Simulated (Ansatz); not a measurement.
For Si (I4₁/amd, No. 141, 2 atoms in the cell; start mp-92; high-pressure phase), LDA (Ansatz, a first-principles code, plane waves, PAW) gives:

- lattice parameter a: 4.763 Å
- c axis length: 2.612 Å

**Question.** What does r²SCAN-D4 (Ansatz, PAW) give for the same quantities?

**Answer.** 
- lattice constant a: 4.775 Å (grows by 0.3 %)
- lattice parameter c: 2.643 Å (increases by 1.2 %)

Changes are worked out from the printed values.

Unless a cell is named, each level is at its own relaxed cell (LDA 14.81, r²SCAN-D4 15.07 Å³/atom).

Caveats: the relaxation could not lower the start's symmetry, so the cell can be a saddle point above a distorted one (LDA, r²SCAN-D4). Ansatz's density-functional and Hartree–Fock values are scalar-relativistic unless marked +SOC, with PAW data made under PBE.

A start named mp-… is a Materials Project structure, which need not be a measured phase.
